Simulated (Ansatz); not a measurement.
A run of Ansatz (development build ahead of 0.2.0) on doublet SiN at this shape:

| atom | x (Å) | y (Å) | z (Å) |
| --- | --- | --- | --- |
| Si | 0.0000 | 0.0000 | 0.0000 |
| N | 0.0000 | 0.0000 | 4.7100 |

Its results:

```json
{
  "Converged": "yes",
  "Total energy": "-343.08976 hartree",
  "Spin squared of the determinant": "2.765",
  "Stability test": "minimum"
}
```

Forces (eV/Å):
```tsv
atom	Fx	Fy	Fz
Si1	0.000	0.000	0.004
N2	0.000	0.000	-0.004
```

Problem. Which input gives this output? Name the method, the orbitals and the basis set, and write the input.

Solution. UHF in def2-SVP.

```yaml
crystal:
  periodic: [false, false, false]
  atoms:
    - { symbol: Si, position_ang: [0.0, 0.0, 0.0] }
    - { symbol: "N", position_ang: [0.0, 0.0, 4.71] }
basis:
  gaussian: { orbitals: def2-SVP }
magnetization:
  spin_polarized: true
  initial_magnetization: 1
hamiltonian:
  xc: hf
output:
  forces: true
```

Caution: the unrestricted determinant is a mixture of spin states.
